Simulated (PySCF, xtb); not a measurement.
Bonds broken one at a time in the series B Cl-I. Isolated molecules, 0 K electronic values unless said otherwise. Strings in code marks are SMILES. In the def2 sets, heavy atoms carry core potentials. Quantity: homolytic bond dissociation enthalpy at 298 K (no spin–orbit term). Enthalpy corrections at 298 K come from GFN2-xTB frequencies (xtb). Level 1: PBE-D3(BJ)/def2-TZVP // PBE0-D3(BJ)/def2-TZVP (PySCF). Level 2: PBE0-D3(BJ)/def2-TZVP (PySCF).

```json
[
 {"case": "I–B bond of `IB(I)I`, giving `I[B]I` and `[I]`", "level 1 (kcal/mol)": "84.5", "level 2 (kcal/mol)": "83.4"},
 {"case": "B–I bond of `ClB(I)I`, giving `Cl[B]I` and `[I]`", "level 1 (kcal/mol)": "85.6", "level 2 (kcal/mol)": "84.4"},
 {"case": "B–I bond of `ClB(Cl)I`, giving `Cl[B]Cl` and `[I]`", "level 1 (kcal/mol)": "87.1", "level 2 (kcal/mol)": "withheld"},
 {"case": "Cl–B bond of `ClB(I)I`, giving `I[B]I` and `[Cl]`", "level 1 (kcal/mol)": "116.1", "level 2 (kcal/mol)": "115.0"},
 {"case": "Cl–B bond of `ClB(Cl)I`, giving `Cl[B]I` and `[Cl]`", "level 1 (kcal/mol)": "117.7", "level 2 (kcal/mol)": "116.5"},
 {"case": "Cl–B bond of `ClB(Cl)Cl`, giving `Cl[B]Cl` and `[Cl]`", "level 1 (kcal/mol)": "119.7", "level 2 (kcal/mol)": "118.4"}
]
```

Fit level 2 = a + b·x to the 5 complete rows by least squares, with x = level 1 in kcal/mol. Give a, b and the rms residual, and predict the withheld value.

Means of the 5 rows: x̄ = 104.72, ȳ = 103.54 kcal/mol. Σ(x − x̄)² = 1296.8 and Σ(x − x̄)(y − ȳ) = 1294.4, so b = 0.998 and a = ȳ − b·x̄ = -0.97 kcal/mol. The rms residual is 0.07 kcal/mol. At x = 87.1 the line gives 86.0 kcal/mol. The run for B–I bond of `ClB(Cl)I`, giving `Cl[B]Cl` and `[I]` gave 85.7 kcal/mol, so the line is off by 0.3 kcal/mol, more than twice the rms residual.

Codes: PySCF, xtb.
